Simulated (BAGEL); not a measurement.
**BSiH2Cl (SMILES B[Si]Cl): levels of theory compared**

We compute a comparison of 3 runs (UHF/STO-3G, UHF/3-21G, UHF/def2-SVP) of BSiH2Cl. 

The results are computed with BAGEL 1.2.2.

8 further runs of the same task are left out: 3 that didn't finish, 5 set aside as unsound or not needed.

## 1. Starting point

BSiH2Cl has 5 atoms, charge 0, and is taken as a triplet. As SMILES, `B[Si]Cl`. Geometry: relaxed at GFN2-xTB.

Bond lengths: B1–Si2 1.886 Å, Si2–Cl3 2.073 Å, B1–H4 1.174 Å, B1–H5 1.171 Å. Angles: B1–Si2–Cl3 123.8°, Si2–B1–H4 119.9°, Si2–B1–H5 120.3°, H4–B1–H5 119.8°.

## 2. The energy at UHF/STO-3G (density fitting with qzvpp-jkfit) (run 1)

input.json

```json
{ "bagel": [

{
  "title": "molecule",
  "basis": "sto-3g",
  "df_basis": "qzvpp-jkfit",
  "angstrom": true,
  "geometry": [
    { "atom": "B", "xyz": [      -0.674100,       0.367960,      -0.302510 ] },
    { "atom": "Si", "xyz": [       0.334580,      -1.081930,       0.357550 ] },
    { "atom": "Cl", "xyz": [       2.311390,      -0.930270,       0.961480 ] },
    { "atom": "H", "xyz": [      -0.184480,       1.431210,      -0.387430 ] },
    { "atom": "H", "xyz": [      -1.787390,       0.213030,      -0.629090 ] }
  ]
},

{ "title": "uhf", "nopen": 2 },

{ "title": "print", "file": "orbitals.molden", "orbitals": true }

]}
```

Launch:

```
$ BAGEL_NUM_THREADS=1 BAGEL input.json > input.out
```

Log:

```text
* using 1 threads per process

  ===============================================================
  ===============================================================

  *** Geometry ***

  { "atom" : "B", "xyz" : [     -1.273864,      0.695344,     -0.571661 ] },
  { "atom" : "Si", "xyz" : [      0.632265,     -2.044551,      0.675672 ] },
  { "atom" : "Cl", "xyz" : [      4.367894,     -1.757956,      1.816934 ] },
  { "atom" : "H", "xyz" : [     -0.348617,      2.704595,     -0.732137 ] },
  { "atom" : "H", "xyz" : [     -3.377678,      0.402568,     -1.188808 ] },

  Number of auxiliary basis functions:      367

  Since a DF basis is specified, we compute 2- and 3-index integrals:
    o Being stored without compression. Storage requirement is 0.002 GB

  Number of basis functions:       25
  Number of electrons      :       38

    * METHOD: MOLECULE                             0.06

  *** Open-shell HF ***

  === Nuclear Repulsion ===
   108.0283273197

      * DIIS with orbital gradients will be used.

  === UHF iteration (sto-3g) ===
      0       -765.61258409          0.02116781           0.01
      1       -765.66346178          0.00604712           0.01
      2       -765.66991047          0.00322039           0.01
      3       -765.67356283          0.00208012           0.01
      4       -765.67549335          0.00126868           0.01
      5       -765.67673194          0.00029508           0.01
      6       -765.67680207          0.00008766           0.01
      7       -765.67681068          0.00001510           0.01
      8       -765.67681154          0.00000595           0.01
      9       -765.67681179          0.00000178           0.01
     10       -765.67681182          0.00000083           0.01
     11       -765.67681182          0.00000026           0.01
     12       -765.67681182          0.00000006           0.01
     13       -765.67681182          0.00000003           0.01
     14       -765.67681182          0.00000001           0.01
     15       -765.67681182          0.00000001           0.01
    * SCF iteration converged.

    * S^2 (UHF) is 2.0029

    * Permanent dipole moment:
           (    1.057605,     0.429745,     0.242390) a.u.

    * METHOD: UHF                                  0.21

    * METHOD: PRINT                                0.00

  ===============================================================
```

It took 0.52 s on 1 thread of AMD EPYC 9R45 (Zen 5), shared host; peak memory 0.079 GiB.

## 3. A single-point energy at UHF/3-21G (density fitting with qzvpp-jkfit) (run 2)

job.json

```json
{ "bagel": [

{
  "title": "molecule",
  "basis": "3-21g",
  "df_basis": "qzvpp-jkfit",
  "geometry": [
    { "atom": "B", "xyz": [    -1.27386438,     0.69534362,    -0.57166105 ] },
    { "atom": "Si", "xyz": [     0.63226457,    -2.04455139,     0.67567158 ] },
    { "atom": "Cl", "xyz": [     4.36789407,    -1.75795552,     1.81693387 ] },
    { "atom": "H", "xyz": [    -0.34861668,     2.70459493,    -0.73213659 ] },
    { "atom": "H", "xyz": [    -3.37767758,     0.40256836,    -1.18880781 ] }
  ]
},

{ "title": "uhf", "nopen": 2 },

{ "title": "print", "file": "orbitals.molden", "orbitals": true }

]}
```

Launch:

```
$ BAGEL_NUM_THREADS=1 BAGEL job.json > job.out
```

Log:

```text
* using 1 threads per process

  ===============================================================
  ===============================================================

  *** Geometry ***

  { "atom" : "B", "xyz" : [     -1.273864,      0.695344,     -0.571661 ] },
  { "atom" : "Si", "xyz" : [      0.632265,     -2.044551,      0.675672 ] },
  { "atom" : "Cl", "xyz" : [      4.367894,     -1.757956,      1.816934 ] },
  { "atom" : "H", "xyz" : [     -0.348617,      2.704595,     -0.732137 ] },
  { "atom" : "H", "xyz" : [     -3.377678,      0.402568,     -1.188808 ] },

  Number of auxiliary basis functions:      367

  Since a DF basis is specified, we compute 2- and 3-index integrals:
    o Being stored without compression. Storage requirement is 0.004 GB

  Number of basis functions:       39
  Number of electrons      :       38

    * METHOD: MOLECULE                             0.07

  *** Open-shell HF ***

  === Nuclear Repulsion ===
   108.0283273775

      * DIIS with orbital gradients will be used.

  === UHF iteration (3-21g) ===
      0       -770.29454341          0.02377810           0.02
      1       -770.34740873          0.00957997           0.02
      2       -770.35663787          0.00403431           0.02
      3       -770.35949679          0.00251846           0.02
      4       -770.36199707          0.00137859           0.02
      5       -770.36313760          0.00045722           0.02
      6       -770.36325748          0.00012769           0.02
      7       -770.36327124          0.00004212           0.02
      8       -770.36327411          0.00001047           0.02
      9       -770.36327452          0.00000436           0.02
     10       -770.36327463          0.00000155           0.02
     11       -770.36327465          0.00000061           0.02
     12       -770.36327465          0.00000018           0.02
     13       -770.36327465          0.00000009           0.02
     14       -770.36327465          0.00000006           0.02
     15       -770.36327465          0.00000003           0.02
     16       -770.36327465          0.00000001           0.02
    * SCF iteration converged.

    * S^2 (UHF) is 2.0046

    * Permanent dipole moment:
           (    0.949617,     0.129808,     0.276537) a.u.

    * METHOD: UHF                                  0.35

    * METHOD: PRINT                                0.00

  ===============================================================
```

It took 0.66 s on 1 thread of AMD EPYC 9R45 (Zen 5), shared host; peak memory 0.079 GiB.

## 4. The energy at UHF/def2-SVP (density fitting with qzvpp-jkfit) (run 3)

job.json

```json
{ "bagel" : [

{
  "title" : "molecule",
  "basis" : "svp",
  "df_basis" : "qzvpp-jkfit",
  "angstrom" : true,
  "geometry" : [
    { "atom" : "B", "xyz" : [      -0.674100,       0.367960,      -0.302510 ] },
    { "atom" : "Si", "xyz" : [       0.334580,      -1.081930,       0.357550 ] },
    { "atom" : "Cl", "xyz" : [       2.311390,      -0.930270,       0.961480 ] },
    { "atom" : "H", "xyz" : [      -0.184480,       1.431210,      -0.387430 ] },
    { "atom" : "H", "xyz" : [      -1.787390,       0.213030,      -0.629090 ] }
  ]
},

{
  "title" : "uhf",
  "nopen" : 2
},

{
  "title" : "print",
  "file" : "orbitals.molden",
  "orbitals" : true
}

]}
```

Launch:

```
$ BAGEL_NUM_THREADS=1 BAGEL job.json > job.out
```

Log:

```text
* using 1 threads per process

  ===============================================================
  ===============================================================

  *** Geometry ***

  { "atom" : "B", "xyz" : [     -1.273864,      0.695344,     -0.571661 ] },
  { "atom" : "Si", "xyz" : [      0.632265,     -2.044551,      0.675672 ] },
  { "atom" : "Cl", "xyz" : [      4.367894,     -1.757956,      1.816934 ] },
  { "atom" : "H", "xyz" : [     -0.348617,      2.704595,     -0.732137 ] },
  { "atom" : "H", "xyz" : [     -3.377678,      0.402568,     -1.188808 ] },

  Number of auxiliary basis functions:      367

  Since a DF basis is specified, we compute 2- and 3-index integrals:
    o Being stored without compression. Storage requirement is 0.011 GB

  Number of basis functions:       60
  Number of electrons      :       38

    * METHOD: MOLECULE                             0.07

  *** Open-shell HF ***

  === Nuclear Repulsion ===
   108.0283273197

      * DIIS with orbital gradients will be used.

  === UHF iteration (svp) ===
      0       -773.87880839          0.02489135           0.03
      1       -773.95976733          0.01119553           0.03
      2       -773.97417557          0.00399995           0.03
      3       -773.97763313          0.00187945           0.03
      4       -773.97996275          0.00110196           0.03
      5       -773.98128781          0.00062992           0.03
      6       -773.98191309          0.00020781           0.03
      7       -773.98196622          0.00007488           0.03
      8       -773.98197314          0.00002066           0.03
      9       -773.98197404          0.00000788           0.03
     10       -773.98197423          0.00000244           0.03
     11       -773.98197425          0.00000078           0.03
     12       -773.98197425          0.00000038           0.03
     13       -773.98197425          0.00000019           0.03
     14       -773.98197425          0.00000010           0.03
     15       -773.98197425          0.00000007           0.03
     16       -773.98197425          0.00000004           0.03
     17       -773.98197425          0.00000002           0.03
     18       -773.98197425          0.00000000           0.03
    * SCF iteration converged.

    * S^2 (UHF) is 2.0069

    * Permanent dipole moment:
           (    0.418427,     0.193971,     0.090130) a.u.

    * METHOD: UHF                                  0.62

    * METHOD: PRINT                                0.01

  ===============================================================
```

Run time: 0.94 s. Hardware: 1 thread of AMD EPYC 9R45 (Zen 5), shared host; peak memory 0.079 GiB.

## 5. The series

```
run                                            level  energy (Eh)  dipole moment (D)   ⟨S²⟩  wall time
  1    UHF/STO-3G (density fitting with qzvpp-jkfit)  -765.676812               2.97  2.003     0.52 s
  2     UHF/3-21G (density fitting with qzvpp-jkfit)  -770.363275               2.54  2.005     0.66 s
  3  UHF/def2-SVP (density fitting with qzvpp-jkfit)  -773.981974               1.19  2.007     0.94 s
```

## 6. Results

| quantity | value |
| --- | --- |
| run 3: total energy | -773.98197 Eh |
| run 3: dipole moment | 1.19 D |
| run 3: ⟨S²⟩ | 2.007 |

**Reading.** The dipole moment (its size) runs from 1.19 D (UHF/def2-SVP) to 2.97 D (UHF/STO-3G). In run 1 the basis is minimal, so the values are rough. All runs together took 2.1 s, the longest 0.94 s.
